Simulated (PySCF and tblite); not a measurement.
Results of a calculation; reference values are marked as such.
C₃H₅FO, numbered as in [O:1]=[CH:2][CH2:3][CH2:4][F:5].

Level: PBE0-D3(BJ)/def2-TZVP//PBE0-D3(BJ)/def2-SVP, thermal terms from GFN2-xTB, symmetry numbers and mirror pairs counted. Conformers within 4 kcal/mol (GFN2-xTB free energy) were kept, 7 at most. Codes: tblite and PySCF.

Torsions listed: O1–C2–C3–C4, C2–C3–C4–F5. Of a mirror pair one member is shown.

| conformer | shape | symmetry | dipole D |
| --- | --- | --- | --- |
| 1 | -142°, 60° | C1 (pair) | 3.53 |
| 2 | 141°, 61° | C1 (pair) | 2.45 |
| 3 | 14°, 71° | C1 (pair) | 3.50 |
| 4 | 0°, 180° | Cs | 1.94 |
| 5 | 125°, 170° | C1 (pair) | 1.66 |

Problem. Which of these conformers is the most populated at 298.15 K, and with what share?

Solution. Conformer 4, about 39 %. The lead over the next is within the error of the method.

Problem. Give the DFT energies and free energies relative to the lowest, and all weights.

Solution. 
| conformer | shape | E(DFT) kcal/mol | G(298.15 K) kcal/mol | weight % |
| --- | --- | --- | --- | --- |
| 1 | -142°, 60° | 0.90 | 0.44 | 18.4 |
| 2 | 141°, 61° | 1.21 | 0.88 | 8.8 |
| 3 | 14°, 71° | 0.57 | 0.16 | 29.7 |
| 4 | 0°, 180° | 0.00 | 0.00 | 38.6 |
| 5 | 125°, 170° | 1.69 | 1.27 | 4.5 |

Problem. How does its share change from 200 K to 400 K?

Solution. From 54 % to 31 %; the mixing entropy goes from 2.94 to 3.91 cal/(mol K).
